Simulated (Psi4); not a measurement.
# Exact exchange and the dipole moment of MgO (magnesium oxide)

MgO has 2 atoms, charge 0, and is taken as a singlet. As SMILES, `[O]=[Mg]`. The coordinates come from a PBE0-D4/def2-TZVP relaxation.

The dipole moment y, in D, basis aug-cc-pVTZ; a is the functional's share of exact exchange. Programs: Psi4 1.11.

| functional | program | a | y (D) |
| --- | --- | --- | --- |
| TPSS | Psi4 | 0 | 7.20 |
| revPBE | Psi4 | 0 | 7.03 |
| B3LYP | Psi4 | 0.2 | ? |
| PBE0 | Psi4 | 0.25 | 7.67 |
| BHLYP | Psi4 | 0.5 | 8.09 |

Problem. Fit y = c + s·a to the known rows and predict B3LYP.

Solution. 
1. Means of the 4 rows: a = 0.1875, y = 7.498.
2. Σ(Δa)² = 0.17188, Σ(Δa·Δy) = 0.33937, so the slope is 0.33937/0.17188 = 1.9745.
3. Intercept: 7.498 − (1.9745) × 0.1875 = 7.128. The largest residual of the fit is 0.098.
4. B3LYP: 7.128 + (1.9745) × 0.2 = 7.52 D.

The run gave 7.45 D, so the prediction is off by +0.07 D, within the largest residual. More exact exchange makes the molecule more polar here. The rows mix families of semi-local functionals, which the line can't see.
